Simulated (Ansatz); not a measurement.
Relaxation of BH$_{6}$NS (9 atoms, charge 0, multiplicity 1), to a largest force component of 0.03 eV/Å in at most 50 steps.

Theory: RKS PBE/def2-SVP in Ansatz.

```xyz
9
Properties=species:S:1:pos:R:3
B 0.046 -0.146 -0.143
H -0.058 -0.649 0.947
N 1.286 -0.177 -0.784
H 2.130 -0.560 -0.359
H 1.439 0.217 -1.713
H -0.924 0.291 -0.729
S -0.176 2.448 1.535
H 1.094 2.571 2.009
H -0.132 1.069 1.660
```

Question: Where does it end, and by what steps?

Answer: The run converged. The force dipped under the threshold on the way, but the program's further checks kept it going. After 31 steps the energy has fallen by 0.090 eV; H9 moved furthest, 1.28 Å.

```csv
step,energy less start (eV),largest force component (eV/Å),accepted
0,0.0000,0.558,yes
2,-0.0685,0.169,yes
4,-0.0717,0.037,yes
6,-0.0749,0.079,yes
8,-0.0690,0.500,no
10,-0.0761,0.073,yes
12,-0.0767,0.079,yes
14,-0.0780,0.104,yes
16,-0.0795,0.075,yes
18,-0.0810,0.067,yes
20,-0.0735,0.661,no
22,-0.0817,0.315,no
24,-0.0849,0.053,yes
26,-0.0863,0.126,yes
28,-0.0878,0.193,yes
30,-0.0894,0.084,yes
31,-0.0899,0.026,yes
```

```xyz
9
Properties=species:S:1:pos:R:3
B 0.284 -0.281 -0.063
H 0.511 -0.660 1.072
N 1.315 -0.290 -1.002
H 2.272 -0.571 -0.784
H 1.196 0.019 -1.967
H -0.828 0.075 -0.412
S 0.161 2.857 1.744
H 0.658 1.848 2.511
H -0.865 2.068 1.324
```

The run took 60 s on 1 thread of Arm Neoverse V1, on a shared host, peak memory 0.14 GiB.
